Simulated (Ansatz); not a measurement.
in.yaml

```yaml
crystal:
  periodic: [false, false, false]
  atoms:
    - {symbol: Ge, position_ang: [0.002343, -0.166032, 2.592293]}
    - {symbol: Si, position_ang: [0.001491, -0.279124, 0.387950]}
    - {symbol: O, position_ang: [0.049489, -0.175773, -1.289271]}
    - {symbol: H, position_ang: [-0.053323, 0.620929, -1.690971]}
basis:
  gaussian: {orbitals: cc-pVDZ}
magnetization: {spin_polarized: false, initial_magnetization: 1}
correlation: {method: mp2, electrons: outside_noble_gas}
```

```sh
$ ansatz run in.yaml --threads 1 --pin off --events-out ev --progress --plain --max-ram 2393MiB
```

Log:

```
685 factors; integrals over basis functions are off by at most 1.2e-3 eV
mean field evaluation 1: about -66384.3858 eV, gradient 3.0e1 eV
mean field evaluation 2: about -66384.3907 eV, gradient 3.0e1 eV
mean field evaluation 4: about -66386.3107 eV, gradient 2.4e0 eV
mean field evaluation 8: about -66386.3588 eV, gradient 2.1e-1 eV
mean field evaluation 16: about -66386.2783 eV, gradient 1.1e0 eV
mean field evaluation 32: about -66386.3600 eV, gradient 7.6e-2 eV
mean field -66386.36057783 eV, -2439.6537529438 hartree, gradient 2.1e-6 eV, S^2 0.750000; 4 other end points of the search recorded, 0 dependent functions left out
mean field evaluation 64: about -66386.3024 eV, gradient 2.5e0 eV
mean field evaluation 96: about -66386.3935 eV, gradient 1.1e0 eV
mean field evaluation 128: about -66386.4969 eV, gradient 9.5e-1 eV
20 core orbitals not correlated: weight in the atoms' cores, before any rotation towards them, 1.000 or more for the frozen orbitals, at most 0.000 for the correlated occupied ones
reference -66386.36057783 eV, -2439.6537529438 hartree; 8, 7 occupied and 36, 37 virtual orbitals, 685 factors
second order -9.31388058 eV of doubles, -0.03431338 eV of singles
Total energy: -66395.70877178 eV, -2439.9972927352 hartree
```

Ran on 1 thread of Arm Neoverse V1, shared host: 10 s wall, 0.15 GiB peak host memory.
